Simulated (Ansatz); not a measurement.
C2H2FN, SMILES `N#CCF` at its PBE0-D4/def2-TZVP geometry, where that method's forces vanish. Charge 0, multiplicity 1.

```json
{"atom": "N1", "x (Å)": "0.884", "y (Å)": "1.890", "z (Å)": "0.439"}
{"atom": "C2", "x (Å)": "0.404", "y (Å)": "0.873", "z (Å)": "0.208"}
{"atom": "C3", "x (Å)": "-0.228", "y (Å)": "-0.416", "z (Å)": "-0.060"}
{"atom": "F4", "x (Å)": "0.341", "y (Å)": "-1.019", "z (Å)": "-1.148"}
{"atom": "H5", "x (Å)": "-1.294", "y (Å)": "-0.263", "z (Å)": "-0.251"}
{"atom": "H6", "x (Å)": "-0.108", "y (Å)": "-1.065", "z (Å)": "0.813"}
```

(1) For each bond, give half the difference of the two atoms' forces along it (eV/Å; positive pushes the atoms apart) under PBE-D4, r2SCAN-D4, B3LYP-D4, ωB97M-V in def2-TZVPP. (Estimate.)

## Answers

(1) Computed: 
| bond | length (Å) | PBE-D4 | r2SCAN-D4 | B3LYP-D4 | ωB97M-V |
| --- | --- | --- | --- | --- | --- |
| N1–C2 | 1.148 | 1.52 | 0.57 | -0.02 | -0.36 |
| C2–C3 | 1.461 | -0.85 | -0.35 | 0.03 | 0.38 |
| C3–F4 | 1.369 | 0.60 | 0.38 | 0.43 | 0.24 |
| C3–H5 | 1.094 | 0.10 | -0.06 | -0.13 | -0.19 |
| C3–H6 | 1.094 | 0.10 | -0.06 | -0.13 | -0.19 |

B3LYP here is the variant with VWN-RPA as its local correlation; programs differ in this.
